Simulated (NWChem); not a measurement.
# methanol (CH4O); SMILES CO

Results from NWChem. Structure relaxed at the PBE0/def2-SVP level. Ions are spin-unrestricted doublets at the neutral geometry; other ion states weren't tried.

```tsv
level	basis functions	vertical ionisation energy, ΔSCF (eV)	−ε(HOMO) (eV)	ΔSCF minus −ε(HOMO) (eV)
PBE/cc-pVDZ	48	…	…	…
PBE/aug-cc-pVDZ	82	10.66	6.28	4.38
PBE/cc-pVTZ	116	10.58	6.08	4.50
PBE/aug-cc-pVTZ	184	10.68	6.31	4.37
```

Fill in the missing entries.


- PBE/cc-pVDZ, vertical ionisation energy, ΔSCF (eV): 10.37
- PBE/cc-pVDZ, −ε(HOMO) (eV): 5.68
- PBE/cc-pVDZ, ΔSCF minus −ε(HOMO) (eV): 4.69
